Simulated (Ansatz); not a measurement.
We consider HfO2 (P2₁/c, No. 14), described by r²SCAN in Ansatz (plane waves, PAW).

Run with plane-wave cutoff 560 eV, 8×8×8 k mesh, Fermi–Dirac smearing 0.01 eV, scalar-relativistic PAW data made under PBE.

Computed at the level's own relaxed cell.

What does this level give for the band gap and direct gap at Γ?


- band gap = 4.60 eV (on the SCF k mesh)
- direct gap at Γ = 5.05 eV

Measured, for comparison: band gap 5.7 eV (temperature not stated, no zero-point or thermal correction, our sources range from 5.70 to 5.84; as tabulated in Choudhary et al. (2018), arXiv:1804.01032).

Note: the relaxation could not lower the start's symmetry, so the cell can be a saddle point above a distorted one.

Spin–orbit coupling is not included.

Computed values are for the static lattice.

The result took roughly 13 core-minutes.

Ansatz is an electronic-structure program.
